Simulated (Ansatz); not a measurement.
# HN2O: the cost of one run

Computed with Ansatz 0.2.0, Gaussian basis. Level: def2-QZVPP, core rule «outside noble gas», up to 3 orbitals frozen.

Plan: UHF; ROHF; CCSD(T) on UHF.

2 further runs of the same task are left out: 2 set aside as unsound or not needed.

**1. The system**

The geometry is a PBE0/def2-TZVP stationary point (not a proven minimum) of the parent state, kept for this charge and spin.

4 atoms, charge 1, spin multiplicity 3.

Atoms are counted from 1 here; the program's logs count them from 0.

Bond lengths: N1–N2 1.239 Å, N2–O3 1.232 Å, N2–H4 1.043 Å. Angles: N1–N2–O3 129.8°, N1–N2–H4 112.7°, O3–N2–H4 117.4°.

**2. UHF**

Contents of in.yaml:

```yaml
crystal:
  periodic: [false, false, false]
  atoms:
    - {symbol: N, position_ang: [0.000000, -0.220312, 1.164837]}
    - {symbol: N, position_ang: [0.000000, 0.324850, 0.052333]}
    - {symbol: O, position_ang: [0.000000, -0.177561, -1.072728]}
    - {symbol: H, position_ang: [0.000000, 1.365798, 0.113576]}
basis:
  gaussian: {orbitals: "def2-QZVPP.json"}
total_charge: 1
magnetization: {spin_polarized: true, initial_magnetization: 2}
hamiltonian: {xc: hf}
output: {orbitals: {seedname: orbitals}}
```

Run with:

```sh
ansatz run in.yaml --threads 1 --pin off --events-out ev --progress --plain --max-ram 2393MiB
```

**Question.** How long does this run take on 1 thread of Arm Neoverse V1, shared host, and how much memory does it need?

About 13 s, with a peak of 0.37 GiB.
